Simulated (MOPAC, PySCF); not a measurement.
C₄H₆, SMILES `C(=C)C=C` (C–C–C–C torsion 180°), neutral singlet in the gas phase. 

Z-matrix (Å, degrees):
```
C
C 1 1.3340
H 2 1.0815 1 121.75
H 2 1.0839 3 116.95 1 180.00
H 1 1.0866 2 119.49 3 0.00
C 1 1.4517 5 116.30 2 180.00
C 6 1.3340 1 124.21 5 0.00
H 7 1.0815 6 121.75 1 -180.00
H 7 1.0839 8 116.95 6 -180.00
H 6 1.0866 7 119.49 8 0.00
```
Charge 0, spin multiplicity 1.

All levels are single points at this geometry (B3LYP-D3(BJ)/def2-TZVP); Pople sets use spherical d functions. Orbital energies aren't observables, and empty levels follow the basis.

B3LYP/6-311+G** in PySCF gives HOMO (eV) = -6.63.

Problem. Estimate the HOMO (eV) from each of these levels: TPSSh-D3(BJ)/def2-TZVP in PySCF; B3LYP/6-31G* in PySCF; BP86/6-31G* in PySCF; M06-2X/6-31G* in PySCF; SVWN5/6-31G* in PySCF; HF/3-21G in PySCF; HF/STO-3G in PySCF; PM7 in MOPAC.

Solution. 
```
level                            HOMO (eV)
-------------------------------  ---------
TPSSh-D3(BJ)/def2-TZVP in PySCF      -6.20
B3LYP/6-31G* in PySCF                -6.25
BP86/6-31G* in PySCF                 -5.56
M06-2X/6-31G* in PySCF               -7.66
SVWN5/6-31G* in PySCF                -5.63
HF/3-21G in PySCF                    -8.73
HF/STO-3G in PySCF                   -7.20
PM7 in MOPAC                         -9.62
```
